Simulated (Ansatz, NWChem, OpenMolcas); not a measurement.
## A small benchmark: dipole moment

6 molecules with halogens; the dipole moment in D, computed less measured. Shapes, held fixed at every level: PBE0-D4/def2-TZVP. No vibrational averaging. Dipoles are compared by magnitude; molecules under 1 D, whose direction can flip, are left out. Programs: Ansatz 0.2.0, NWChem 7.3.0, OpenMolcas 26.06. A level may come from different programs for different species; with the same settings they agree closely. Measured values: NIST CCCBDB.

Levels: A = HF/def2-SVP; B = PBE-D4/def2-TZVPP; C = r2SCAN-D4/def2-TZVPP; D = PBE0/STO-3G.

| molecule | measured | A | B | C | D |
| --- | --- | --- | --- | --- | --- |
| CHFO (formyl fluoride) | 2.02 | +0.44 | -0.07 | +0.02 | -0.69 |
| PF3 (phosphorus trifluoride) | 1.03 | +0.52 | -0.19 | -0.18 | -0.33 |
| CH3Cl (chloromethane) | 1.87 | +0.22 | -0.05 | +0.05 | +0.23 |
| CH3F (fluoromethane) | 1.85 | +0.29 | -0.18 | -0.12 | -0.92 |
| SiH3Cl (chlorosilane) | 1.31 | +0.26 | -0.15 | -0.09 | +1.29 |
| C2H4F2 (1,1-difluoroethane) | 2.27 | +0.25 | -0.22 | -0.13 | -1.09 |

Sum up the errors.


```csv
level,kind,mean error,mean absolute error,worst case
HF/def2-SVP,Hartree–Fock,+0.330,0.330,PF3
PBE-D4/def2-TZVPP,GGA,-0.143,0.143,C2H4F2
r2SCAN-D4/def2-TZVPP,meta-GGA,-0.075,0.098,PF3
PBE0/STO-3G,global hybrid,-0.252,0.758,SiH3Cl
```

On this set r2SCAN-D4/def2-TZVPP has the smallest mean absolute error and PBE0/STO-3G the largest. HF/def2-SVP is too high in 6 of 6; PBE-D4/def2-TZVPP is too low in 6 of 6; r2SCAN-D4/def2-TZVPP is too low in 4 of 6; PBE0/STO-3G is too low in 4 of 6. The levels differ in basis as well as in method. The set is small.
